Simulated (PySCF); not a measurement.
Gas-phase reaction: SiH₂ + C₃H₇ (n-propyl) → (CH₃)₃Si

Computed with PySCF and rigid-rotor harmonic-oscillator thermochemistry at 1 bar. † marks an energy on the PBE0/def2-TZVP geometry and frequencies; other levels use their own. MP2 and CCSD(T) freeze the core. 6-31G* has spherical d functions here. Open shells (unrestricted): C₃H₇ (n-propyl) (multiplicity 2), (CH₃)₃Si (multiplicity 2); the rest are closed-shell singlets. B3LYP is the form with VWN-RPA correlation. No R ln 2 is added for the mirror-image form of C₃H₇ (n-propyl). (CH₃)₃Si: computed as isolated molecules; such fragments, hydroxides, amides, oligomers or adducts are transient or little studied in the gas. MP2 isn't extrapolated to the basis-set limit; its ΔH°(298 K) is -337.3 kJ in def2-SVP and -367.3 kJ in def2-TZVPP. CCSD(T) isn't extrapolated to the basis-set limit. The harmonic model lacks anharmonicity and excited electronic states, which grow with temperature; levels with a mode under 35 cm⁻¹ are left out. Internal rotation in C₃H₇ (n-propyl), (CH₃)₃Si is treated as a harmonic vibration of one conformer, which makes the entropy rough.

```tsv
level	ΔE electronic, kJ	ΔH°(298 K), kJ	ΔS°(298 K), J/K	ΔG°(1200 K), kJ
B3LYP/6-31G*	-332	-309	-156	-128
CCSD(T)/def2-SVP†	-323	-302	-158	-119
HF/def2-TZVP†	-306	-285	-158	-102
MP2/def2-TZVPP†	-389	-367	-158	-184
PBE/def2-SVP	-358	-337	-155	-158
PBE/def2-TZVP†	-369	-348	-158	-165
PBE0/def2-SVP†	-362	-340	-158	-157
LDA/def2-TZVP†	-411	-389	-158	-206
ωB97M-V/def2-TZVP†	-357	-335	-158	-152
ωB97X-V/def2-TZVP†	-367	-346	-158	-163
```
ΔH° is lowest at LDA/def2-TZVP† and highest at HF/def2-TZVP†. No reference value is set beside these.
